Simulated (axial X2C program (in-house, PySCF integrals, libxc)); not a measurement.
# Which functional? An output for PO⁺

An SCF output computed with an axial X2C code built on PySCF integrals for PO⁺ at 1.430 Å, two-component, state Ω = 0, P dyall-v3z [8s7p2d1f], O dyall-av3z [7s6p3d2f] (cores contracted in-house), without its first line:

```
basis functions 100  fitting functions 575  grid points 4349
iter        total energy     max residual
   1       -417.040218913     1.88e-02
   2       -417.041195195     3.82e-03
   3       -417.039667786     1.61e-02
   4       -417.041326282     3.80e-04
   5       -417.041329358     8.12e-05
   6       -417.041329406     1.92e-05
   7       -417.041329409     4.01e-06
   8       -417.041329409     1.00e-06
converged
one-electron -656.70234712  Coulomb 226.83188079  exact exchange 0.00000000  xc functional -31.52535846  nuclear repulsion 44.40647924  atomic mean-field constant -0.05198385
```

Task: Which level of theory produced it?
A. r2SCAN
B. HF
C. PBE0

Result: A. The exact-exchange term against the functional term shows a share of 0 of exact exchange.
